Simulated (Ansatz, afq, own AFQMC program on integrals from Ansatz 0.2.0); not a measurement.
AFQMC on a folder of integrals that Ansatz 0.2.0 wrote.

```yaml
crystal:
  periodic: [false, false, false]
  atoms:
    - {symbol: Ge, position_ang: [0.000000, 0.013184, 1.181237]}
    - {symbol: Ge, position_ang: [0.000000, -0.034339, -1.223364]}
    - {symbol: H, position_ang: [0.000000, 1.219299, 2.151804]}
    - {symbol: H, position_ang: [0.000000, -1.255242, 2.068613]}
    - {symbol: H, position_ang: [0.000000, 1.560523, -1.184463]}
basis:
  gaussian: {orbitals: cc-pVDZ}
magnetization: {spin_polarized: true, initial_magnetization: 1}
correlation: {method: ccsd_t, electrons: outside_noble_gas, hamiltonian_folder: ham}
```

```sh
$ ansatz run in.yaml --threads 1 --pin off --events-out ev --progress --plain --max-ram 1382MiB
```

Options of the walk:

```
--method phaseless --trial cisd --walkers 60 --populations 1 --least-time 40 --time-step 0.005 --steps-per-block 50 --equilibration-blocks 28 --max-blocks 300 --target-error 0.0004 --factor-cut 1e-05 --start spin_pure --seed 5771 --release-times 0.24,0.51,0.99,1.62,2.4 --release-step 0.03 --release-every 4 --taylor-order 6
```

Times are imaginary, in 1/Eh. The walk had a cap of 1706 s. Filled inner d shells are frozen with the cores.

```
orbitals 41  electrons 6 5  factors 343 of 785
reference energy -4152.36079266 Eh
CCSD correlation -0.20158738 Eh in 12 cycles, weight of the determinant in the CISD state 0.8628
energy of the start -4152.562002 Eh
 block  time / (1/Eh)  mean weight  energy / Eh
     1     0.250  0.9979  -4152.558981
     2     0.500  1.0019  -4152.559418
     3     0.750  1.0008  -4152.560323
     4     1.000  0.9996  -4152.561529
     5     1.250  0.9990  -4152.561776
     7     1.750  0.9994  -4152.564289
     9     2.250  0.9998  -4152.565358
    13     3.250  0.9996  -4152.569822
    25     6.250  1.0002  -4152.569762
    37     9.250  1.0020  -4152.568897
    49    12.250  0.9983  -4152.566955
    61    15.250  0.9989  -4152.566782
    67    16.750  0.9992  -4152.563398
    73    18.250  0.9978  -4152.570558
    85    21.250  1.0001  -4152.573165
    91    22.750  0.9992  -4152.579450
    97    24.250  1.0008  -4152.569135
   109    27.250  0.9983  -4152.567750
   121    30.250  1.0001  -4152.567173
   133    33.250  1.0017  -4152.572602
   145    36.250  0.9992  -4152.564309
   157    39.250  1.0000  -4152.577907
   169    42.250  1.0019  -4152.568095
   181    45.250  1.0011  -4152.566732
   193    48.250  0.9985  -4152.565584
   205    51.250  0.9988  -4152.568438
   217    54.250  0.9995  -4152.572963
   229    57.250  0.9988  -4152.571556
   241    60.250  1.0008  -4152.573139
   253    63.250  1.0006  -4152.570672
blocks merged  error / Eh  count
     1  0.000193  230
     2  0.000243  115
     4  0.000302  57
     8  0.000384  28
    16  0.000427  14
released: time / (1/Eh)  energy / Eh  error  mean overlap
  0.24  -4152.569997  0.000412  0.9989
  0.51  -4152.570165  0.000368  1.0049
  0.99  -4152.570227  0.000385  0.9976
  1.62  -4152.570075  0.000466  1.0100
  2.40  -4152.570201  0.000406  0.9880
energy -4152.569641 +/- 0.000384 Eh
(rows thinned)
```

Problem. Estimate how long the walk took on 1 thread of Arm Neoverse V1, with other jobs on the host.

Solution. 9.3 min of wall time.

The run failed at least one of its tests; the cautions name the faults.

Against this walk (error 10.5 meV) on the same determinant: CCSD(T) 28.7 meV higher. The error is statistical and leaves out the bias of the constraint. None of these is a sure reference here. Released to 2.40 1/Eh the energy moves by -15 ± 15 meV (both errors), within twice the noise.

Cautions: constraint bias not in the error; error not settled; no relativity below Rb; no spin-orbit coupling; inner d shell frozen.

A walk keeps the symmetry of its determinant, which the program's search chose and which needn't be the lowest solution, so a lower state of the same spin and another symmetry isn't excluded.
